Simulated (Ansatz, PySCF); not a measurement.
Stepwise substitution at one centre (C NH2-H). All species are isolated molecules in the gas phase. One relaxed conformer stands for each flexible species; it need not be the lowest. Strings in code marks are SMILES.

Quantity: vertical ionisation energy (energy after one electron is removed minus that of the parent at the parent's geometry), in eV.

Level 1: frozen-core CCSD(T)/cc-pVTZ // r2SCAN-D4/def2-TZVP (Ansatz, an electronic-structure program)
Level 2: PBE-D3(BJ)/def2-TZVP // r2SCAN-D4/def2-TZVP (PySCF)
Level 3: minus the HOMO energy of HF/STO-3G // r2SCAN-D4/def2-TZVP (PySCF)
Level 4: HF/cc-pVTZ // r2SCAN-D4/def2-TZVP (Ansatz)

```tsv
species	level 1	level 2	level 3	level 4
`CN`	9.65	9.50	8.77	8.36
`C`	14.35	13.95	14.10	13.25
```
